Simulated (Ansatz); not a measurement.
2H WS₂

Computed with HSE06-D3(BJ) (Ansatz, a first-principles code, PAW).

Numerical settings: plane-wave cutoff 500 eV, 12×12×2 k mesh (along the axes of the cell as run), gaussian smearing 0.02 eV, scalar-relativistic PAW data made under PBE.

Cell (relaxed at this level):

WS$_{2}$ is modelled in the hexagonal space group P6₃/mmc (No. 194), Pearson symbol hP6. Conventional cell: a = 3.1199 Å, b = 3.1199 Å, c = 11.9270 Å, α = 90.00°, β = 90.00°, γ = 120.00°. W on 2c has 6 S at 2.384 Å (trigonal prismatic). S on 4f is coordinated by 3 W at 2.384 Å (trigonal pyramidal). (Neighbours: up to the widest gap in distance over summed covalent radii, below 1.35, at either atom; cation-cation and far metal-metal contacts left out.)

| Property | Result |
|---|---|
| volume per atom | 16.76 Å³/atom |
| equilibrium lattice constant a | 3.120 Å |
| lattice parameter c | 11.927 Å |

Measured, for comparison: lattice constant a 3.153 Å, lattice parameter c 12.323 Å (300 K, no zero-point or thermal correction; as tabulated in arXiv:1605.07067). Computed (rounded) less measured: lattice constant a -1.0 %, lattice parameter c -3.2 %. A static lattice is as a rule a little smaller and stiffer than an uncorrected measurement, which narrows the difference in the lattice constant a and would widen misses of the other sign.

Spin–orbit coupling is not included.
